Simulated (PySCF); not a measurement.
Molecule: butyric acid (SMILES CCCC(=O)O).

Geometry:
| atom | x (Å) | y (Å) | z (Å) |
| --- | --- | --- | --- |
| C1 | -1.966 | -0.314 | 0.615 |
| C2 | -0.659 | 0.439 | 0.439 |
| C3 | 0.381 | -0.359 | -0.327 |
| C4 | 1.703 | 0.345 | -0.453 |
| O5 | 1.996 | 1.389 | 0.068 |
| O6 | 2.560 | -0.336 | -1.229 |
| H7 | -2.705 | 0.290 | 1.162 |
| H8 | -2.411 | -0.583 | -0.357 |
| H9 | -1.820 | -1.249 | 1.179 |
| H10 | -0.834 | 1.393 | -0.084 |
| H11 | -0.239 | 0.718 | 1.418 |
| H12 | 0.037 | -0.613 | -1.344 |
| H13 | 0.576 | -1.333 | 0.157 |
| H14 | 3.382 | 0.177 | -1.243 |

Geometry PBE0-D3(BJ)/def2-SVP throughout; GIAO in PySCF, gas phase, one conformer, non-relativistic; equivalent atoms averaged; basis pcSseg-1.

For orientation, BLYP gives these shifts δ (against TMS, H2O at the same level): C4 174.6, C3 37.1, C2 23.3, C1 16.4, O5 436.8, H14 5.44, H12/H13 2.17, H10/H11 1.52, H7/H8/H9 1.00 ppm.

A run gave: C4 177.2, C3 35.3, C2 19.8, C1 15.3, O5 436.4, H14 5.64, H12/H13 2.10, H10/H11 1.48, H7/H8/H9 0.97 ppm (shifts δ (against TMS, H2O at the same level)).

Q: Which functional was used in that run?
A. HF
B. B97-2
C. mPW1PW91
D. LDA

A: C. O5 tells them apart best: mPW1PW91 gives 436.4, HF gives 422.8, B97-2 gives 425.0, LDA gives 450.2 ppm.
